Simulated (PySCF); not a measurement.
Does the answer move with the share of exact exchange?

Species: C5H10S.
InChI=1S/C5H10S/c1-2-4-6-5-3-1/h1-5H2

PySCF, def2-SVPD basis, density fitting, gas phase, PBE0-D3(BJ)/def2-SVP geometry; singlet excitations by full TDDFT with frozen cores, triplets by Tamm–Dancoff TDDFT and ionisation energies by ΔSCF, from the lowest of the holes tried. One functional is left out:

| functional | exact exchange (%) | HOMO energy (eV) | LUMO energy (eV) | lowest singlet excitation (eV) | lowest triplet excitation (eV) | dipole moment (D) | mean polarisability (au) | vertical ionisation energy (eV) |
| --- | --- | --- | --- | --- | --- | --- | --- | --- |
| LDA | 0 | -5.13 | -0.20 | 5.06 | 4.78 | 1.914 | 82.9 | 8.36 |
| PBE | 0 | -5.03 | -0.08 | 5.05 | 4.71 | 1.892 | 81.8 | 8.20 |
| B3LYP | 20 | -6.01 | 0.40 | 5.30 | 4.93 | 1.883 | 79.5 | 8.36 |
| BHandHLYP | 50 | -7.32 | 1.18 | 5.62 | 5.17 | 1.934 | 76.9 | 8.28 |

Problem. Predict the row of PBE0 (25 % exact exchange) by straight lines through the other rows, and check it.

Solution. 
```
                       property   line  computed  computed − line  B3LYP (20 %), for comparison
               HOMO energy (eV)  -6.21     -6.22            -0.01                         -6.01
               LUMO energy (eV)   0.52      0.69            +0.17                          0.40
 lowest singlet excitation (eV)   5.34      5.42            +0.08                          5.30
 lowest triplet excitation (eV)   4.96      4.98            +0.02                          4.93
              dipole moment (D)  1.910     1.947           +0.037                         1.883
       mean polarisability (au)   79.5      78.7             -0.8                          79.5
vertical ionisation energy (eV)   8.30      8.31            +0.01                          8.36
```
